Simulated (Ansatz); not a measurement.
Geometry optimisation, RKS B3LYP-D4/cc-pVDZ (Ansatz 0.2.0).

Input:

```yaml
crystal:
  periodic: [false, false, false]
  atoms:
    - { symbol: B, position_ang: [-0.008935, 0.573605, -0.373865] }
    - { symbol: H, position_ang: [0.117728, -0.261402, 1.868768] }
    - { symbol: C, position_ang: [1.400574, 0.075937, -0.818268] }
    - { symbol: H, position_ang: [1.527436, -1.003596, -0.627989] }
    - { symbol: H, position_ang: [1.477057, 0.196305, -1.917086] }
    - { symbol: H, position_ang: [2.23451, 0.631076, -0.360307] }
    - { symbol: H, position_ang: [-1.02761, -0.038338, -0.59611] }
    - { symbol: F, position_ang: [-0.153721, 1.779189, 0.183821] }
    - { symbol: H, position_ang: [0.021161, 0.449324, 1.840635] }
basis:
  gaussian: { orbitals: cc-pVDZ }
hamiltonian:
  xc: b3lyp
  dispersion: d4
relax:
  f_tol: 0.03
  max_steps: 50
output:
  orbitals: {}
```

Run as:

```bash
$ ansatz run input.yaml --threads 1 --pin off --max-ram 2048MiB --backend cpu --events-out ev --progress --plain --runs-dir out
```

**Question.** Where does it end, and by what steps?

**Answer.** The forces met the threshold. After 7 steps the energy has fallen by 0.160 eV; H9 moved furthest, 0.52 Å.

```csv
step,energy less start (eV),largest force component (eV/Å),accepted
0,0.0000,1.782,yes
1,-0.1319,0.128,yes
2,-0.1546,0.139,yes
3,-0.1519,0.466,no
4,-0.1582,0.079,yes
5,-0.1591,0.049,yes
6,-0.1594,0.036,yes
7,-0.1596,0.016,yes
```

```xyz
9
Properties=species:S:1:pos:R:3
B -0.009 0.639 -0.583
H 0.090 -0.426 2.359
C 1.413 0.099 -0.921
H 1.517 -0.971 -0.674
H 1.546 0.164 -2.020
H 2.228 0.672 -0.452
H -1.032 0.026 -0.786
F -0.155 1.871 -0.068
H -0.009 0.328 2.345
```

Whether the end is a true minimum wasn't checked by a vibrational analysis.

Run time: 11 s on 1 thread of Intel(R) Xeon(R) 6975P-C (Granite Rapids) (shared host), peak memory 0.15 GiB.
